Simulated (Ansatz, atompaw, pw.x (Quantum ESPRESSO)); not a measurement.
Equation-of-state test of one PAW (atompaw) potential (rhenium (Re))

rhenium (Re), PAW, made with atompaw 4.2.0.5 (PBEsol, scalar-relativistic). Core [Kr] 4d10 4f14, reference 5s2 5p6 5d5 6s2 6p0. Waves: 5s (bound): rc 1.95 bohr; 6s (bound): rc 2.10 bohr; 5p (bound): rc 1.90 bohr; 6p (bound, empty): rc 2.10 bohr; 5d (bound): rc 2.10 bohr; 5d channel at 1.85 Ry: rc 1.95 bohr. Local part: ultrasoft scheme with l = 3 at 1 Ry, radius 1.65 bohr. Core correction: smooth core density matched at 1.35 bohr. Augmentation charge: besselshape compensation charge, radius 1.95 bohr; PAW radius 2.10 bohr; waves and projectors: custom polynom vanderbiltortho.

Crystal test: bcc Re in pw.x 7.5, no spin, 15³ k-points, Fermi–Dirac smearing 0.01 Ry, cutoffs 55/550 Ry. The reference is all-electron LAPW (Ansatz 0.2.0) with the same functional, mesh and smearing; V0 and B0 come from Birch–Murnaghan fits to the pressures at five volumes. Errors are pseudo minus all-electron; Δ is the rms difference of the E(V) curves that follow from these fits, minima aligned, over ±6 % about the mean V0. Mesh and smearing are coarse, so the numbers serve the comparison and aren't converged zero-temperature values; the lattice is a test structure that the element need not adopt.

```tsv
V (Å³/atom)	P all-electron (GPa)	P pseudo (GPa)
13.944	22.77	20.82
14.311	11.06	9.25
14.678	0.85	-0.84
15.045	-8.06	-9.64
15.412	-15.82	-17.29
```

All-electron: a0 = 3.087 Å (V0 = 14.71 Å³/atom), B0 = 377.2 GPa.

Pseudopotential: mean pressure error (GPa): -1.70; a0 (Å): 3.083; a0 error (%): -0.15; B0 error (%): +0.7; Δ (meV/atom): 5.4.

Problem. At the middle volume, how do free energy and pressure move when the wave cutoff is lowered (ecutrho held at 550 Ry)?

Solution.

```csv
cutoff (Ry),shift of F (meV/atom),shift of P (GPa)
25,+242.5,-1.37
33,+71.5,-3.82
44,+6.8,+0.28
```

The run at the middle volume (120 k-points, 8 iterations) took about 15 s on one core of a shared host (Intel(R) Xeon(R) Platinum 8488C, 192 threads, 744 GiB, load 65).
